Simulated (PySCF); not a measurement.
Simulated outer-valence photoelectron spectrum of `C=CNC=O` (N-vinylformamide). Level of theory: EOM-IP-CCSD/aug-cc-pVDZ in PySCF, restricted Hartree–Fock reference, 5 core orbitals frozen, non-relativistic, gas phase, PBE0-D3(BJ)/def2-SVP geometry.

Each root has a Gaussian of 0.4 eV full width with its one-hole share as area; cross sections and vibrations are left out, and the highest printed point is 100.

```json
{"ionisation energy (eV)": "8.4", "intensity": "0"}
{"ionisation energy (eV)": "8.6", "intensity": "4"}
{"ionisation energy (eV)": "8.8", "intensity": "26"}
{"ionisation energy (eV)": "9.0", "intensity": "46"}
{"ionisation energy (eV)": "9.2", "intensity": "20"}
{"ionisation energy (eV)": "9.4", "intensity": "2"}
{"ionisation energy (eV)": "9.6", "intensity": "0"}
{"ionisation energy (eV)": "9.8", "intensity": "1"}
{"ionisation energy (eV)": "10.0", "intensity": "11"}
{"ionisation energy (eV)": "10.2", "intensity": "40"}
{"ionisation energy (eV)": "10.4", "intensity": "36"}
{"ionisation energy (eV)": "10.6", "intensity": "8"}
{"ionisation energy (eV)": "10.8", "intensity": "0"}
{"ionisation energy (eV)": "11.0", "intensity": "0"}
{"ionisation energy (eV)": "11.2", "intensity": "0"}
{"ionisation energy (eV)": "11.4", "intensity": "0"}
{"ionisation energy (eV)": "11.6", "intensity": "0"}
{"ionisation energy (eV)": "11.8", "intensity": "7"}
{"ionisation energy (eV)": "12.0", "intensity": "35"}
{"ionisation energy (eV)": "12.2", "intensity": "41"}
{"ionisation energy (eV)": "12.4", "intensity": "12"}
{"ionisation energy (eV)": "12.6", "intensity": "1"}
{"ionisation energy (eV)": "12.8", "intensity": "0"}
{"ionisation energy (eV)": "13.0", "intensity": "0"}
{"ionisation energy (eV)": "13.2", "intensity": "2"}
{"ionisation energy (eV)": "13.4", "intensity": "21"}
{"ionisation energy (eV)": "13.6", "intensity": "46"}
{"ionisation energy (eV)": "13.8", "intensity": "26"}
{"ionisation energy (eV)": "14.0", "intensity": "4"}
{"ionisation energy (eV)": "14.2", "intensity": "0"}
{"ionisation energy (eV)": "14.4", "intensity": "7"}
{"ionisation energy (eV)": "14.6", "intensity": "46"}
{"ionisation energy (eV)": "14.8", "intensity": "100"}
{"ionisation energy (eV)": "15.0", "intensity": "92"}
{"ionisation energy (eV)": "15.2", "intensity": "36"}
{"ionisation energy (eV)": "15.4", "intensity": "5"}
{"ionisation energy (eV)": "15.6", "intensity": "0"}
{"ionisation energy (eV)": "15.8", "intensity": "0"}
{"ionisation energy (eV)": "16.0", "intensity": "0"}
{"ionisation energy (eV)": "16.2", "intensity": "3"}
{"ionisation energy (eV)": "16.4", "intensity": "23"}
{"ionisation energy (eV)": "16.6", "intensity": "45"}
{"ionisation energy (eV)": "16.8", "intensity": "22"}
{"ionisation energy (eV)": "17.0", "intensity": "3"}
```

Q: Where are the maxima, and how many lines lie under the curve?

A: 6 maxima, at 9.0, 10.3, 12.1, 13.6, 14.9 and 16.6 eV, from 8 lines. At this width some lines have no maximum of their own.

Q: List the lines with their holes.

A: 
| E (eV) | leading hole (HF orbital) | area | Koopmans (eV) |
| --- | --- | --- | --- |
| 8.98 | HOMO | 0.95 | 9.28 |
| 10.29 | HOMO-1 | 0.94 | 12.16 |
| 12.12 | HOMO-2 | 0.93 | 13.11 |
| 13.62 | HOMO-3 | 0.95 | 14.72 |
| 14.74 | HOMO-4 | 0.89 | 16.37 |
| 14.87 | HOMO-5 | 0.94 | 16.41 |
| 15.03 | HOMO-6 | 0.94 | 16.95 |
| 16.60 | HOMO-7 | 0.93 | 18.48 |

The widest gap, 1.83 eV, lies between 10.29 and 12.12 eV. Only orbitals with −ε under 21 eV, eight at most, were ionised, so the high end of the curve may lack lines.

The values belong to the conformer `[CH2:1]=[CH:2][NH:3][CH:4]=[O:5]`: C1–C2–N3–C4 -179°, C2–N3–C4–O5 0°.
